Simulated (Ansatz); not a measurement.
**AlHO (singlet): B97M-V, PBE0 over a scan of the distance Al1–H3, 6-31G**

How well do these functionals follow the top wave-function level for AlHO (singlet) over a scan of the distance Al1–H3?

Computed with Ansatz 0.2.0, Gaussian basis. Level: 6-31G, all electrons in the functionals.

Plan: B97M-V, PBE0, at 1.245 Å; 1.417 Å; 1.568 Å; 1.741 Å; 1.916 Å; 2.134 Å; 2.522 Å; 2.973 Å; 3.390 Å; 4.168 Å; 5.280 Å.

24 further runs of the same task are left out: 6 for a known fault of the program, 2 for a mislabelled method, 9 that didn't finish, 7 set aside as unsound or not needed.

## 1. What is computed

The geometry derives from a PBE0/def2-TZVP stationary point (not a proven minimum). One bond is set to the value named and the two fragments are kept rigid.

3 atoms, charge 0, spin multiplicity 1.

Atoms are counted from 1 here; the program's logs count them from 0.

Bond lengths: Al1–O2 1.594 Å, Al1–H3 1.568 Å. Angles: O2–Al1–H3 180.0°.

No dispersion term is added; B97M-V holds VV10 nonlocal correlation.

The geometry shown and the zero of energy belong to the point 1.568 Å. The yardstick, FCI, and other wave-function levels (R restricted, U unrestricted, valence and pair active spaces) come from earlier runs.

## 2. B97M-V, 1.245 Å

Contents of in.yaml:

```yaml
crystal:
  periodic: [false, false, false]
  atoms:
    - {symbol: Al, position_ang: [0.000000, 0.000000, 0.116249]}
    - {symbol: O, position_ang: [0.000000, 0.000000, -1.477499]}
    - {symbol: H, position_ang: [0.000000, 0.000000, 1.361249]}
basis:
  gaussian: {orbitals: 6-31G}
hamiltonian: {xc: {name: B97M-V}}
```

On the command line:

```console
> ansatz run in.yaml --threads 1 --pin off --events-out ev --progress --plain --max-ram 2393MiB
```

Further steps of the session: B97M-V, 1.417 Å; B97M-V, 1.568 Å; B97M-V, 1.741 Å; B97M-V, 1.916 Å; B97M-V, 2.134 Å; B97M-V, 2.522 Å; B97M-V, 2.973 Å; B97M-V, 3.390 Å; B97M-V, 4.168 Å; B97M-V, 5.280 Å; PBE0, 1.245 Å; PBE0, 1.417 Å; PBE0, 1.568 Å; PBE0, 1.741 Å; PBE0, 1.916 Å; PBE0, 2.134 Å; PBE0, 2.522 Å; PBE0, 2.973 Å; PBE0, 3.390 Å; PBE0, 4.168 Å; PBE0, 5.280 Å.

Before running them: what should the planned runs give, taken together? Wanted: span of the FCI curve; largest miss, B97M-V; largest miss, PBE0.

As calculated:

| quantity | value |
| --- | --- |
| span of the FCI curve | 60.2 kcal/mol |
| largest miss, B97M-V | +14.7 kcal/mol (2.973 Å) |
| largest miss, PBE0 | +11.2 kcal/mol (2.522 Å) |

What this shows: Of the functionals, PBE0 keep the smallest largest miss at the points compared (at most 11.2 kcal/mol) and B97M-V strays most (14.7 kcal/mol, at 2.973 Å). B97M-V, PBE0 clearly break the spin symmetry at some points (⟨S²⟩ up to 1.01 above the pure value), so energy there is bought with a mixed spin. Functionals and the yardstick converge differently with the basis, so part of each miss in 6-31G is the basis.
